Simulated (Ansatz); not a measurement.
Geometry optimisation, RKS PBE/6-31G* in Ansatz 0.2.0.

Input file:

```yaml
crystal:
  periodic: [false, false, false]
  atoms:
    - { symbol: Si, position_ang: [0.38289, -0.003221, -0.110368] }
    - { symbol: H, position_ang: [0.520078, 0.046417, 1.355096] }
    - { symbol: H, position_ang: [1.725556, 0.066552, -0.782217] }
    - { symbol: H, position_ang: [-0.449124, 1.155565, -0.567461] }
    - { symbol: H, position_ang: [-0.28816, -1.285262, -0.494946] }
    - { symbol: Si, position_ang: [-2.746063, 0.004043, 1.294597] }
    - { symbol: H, position_ang: [-3.000418, -0.880776, 0.113379] }
    - { symbol: H, position_ang: [-3.5957, -0.461306, 2.44371] }
    - { symbol: H, position_ang: [-3.120957, 1.413473, 0.948525] }
    - { symbol: H, position_ang: [-1.325003, -0.055485, 1.687085] }
basis:
  gaussian: { orbitals: "6-31G*" }
hamiltonian:
  xc: pbe
relax:
  f_tol: 0.03
  max_steps: 50
```

Run as:

```bash
$ ansatz run input.yaml --threads 1 --pin off --max-ram 2048MiB --backend cpu --events-out ev --progress --plain --runs-dir out
```

Task: Where does it end, and by what steps?

Result: It converged. The force dipped under the threshold on the way, but the program's further checks kept it going. After 8 steps the energy has fallen by 0.254 eV; H2 moved furthest, 0.85 Å.

```
step  energy less start (eV)  largest force component (eV/Å)  accepted
   0                  0.0000                           0.804       yes
   1                 -0.1523                           0.152       yes
   2                 -0.1945                           0.163       yes
   3                 -0.2421                           0.076       yes
   4                 -0.2509                           0.043       yes
   5                 -0.2521                           0.066       yes
   6                 -0.2530                           0.004       yes
   7                 -0.2537                           0.007       yes
   8                 -0.2538                           0.005       yes
```

```xyz
10
Properties=species:S:1:pos:R:3
Si 0.887 -0.015 -0.301
H 1.336 0.067 1.126
H 2.073 0.122 -1.207
H -0.085 1.090 -0.584
H 0.225 -1.337 -0.543
Si -3.267 0.015 1.479
H -3.444 -0.844 0.264
H -4.198 -0.447 2.558
H -3.570 1.441 1.132
H -1.853 -0.092 1.964
```

The run took 16 s on 1 thread of Arm Neoverse V1 (shared host), peak memory 0.1 GiB.
